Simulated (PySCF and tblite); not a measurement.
The numbers below are computed, except where a source is named.
Stationary points of 1h-1,2,4-triazole at B3LYP-D3(BJ)/def2-SVP, in Å:

Structure A

```
 1 C     0.076    0.779   -0.799
 2 N    -1.063    0.552   -0.136
 3 C    -0.770   -0.493    0.644
 4 N     0.452   -1.006    0.433
 5 N     1.035   -0.130   -0.562
 6 H     0.223    1.596   -1.506
 7 H    -1.460   -0.934    1.365
 8 H     1.507   -0.365    0.562
```

Structure B

```
 1 C    -0.668    0.043   -2.003
 2 N    -1.786   -0.340   -1.324
 3 C    -1.334   -1.277   -0.513
 4 N    -0.004   -1.440   -0.706
 5 N     0.439   -0.598   -1.661
 6 H    -0.670    0.816   -2.771
 7 H    -1.912   -1.851    0.211
 8 H     0.640   -2.074   -0.247
```

Geometries: B3LYP-D3(BJ)/def2-SVP; energies: PBE0/pcSseg-1 + D3(BJ), IEF-PCM acetone; zero-point and thermal terms from GFN2-xTB harmonic modes (soft modes blended into free rotors).

Which structure is a saddle point, and along which motion?

A: one imaginary mode (1675i cm⁻¹ at GFN2-xTB, mostly on H8), along the shift of hydrogen on N4 from N4 to N5.

Give their symmetry and energies above the lowest.

A Cs, 55.7 kcal/mol; B Cs, 0.0 kcal/mol.

Tunnelling of the moving H, left out here, will speed the real process. In real samples such hydrogens mostly exchange between molecules or through solvent, far faster than by this path.
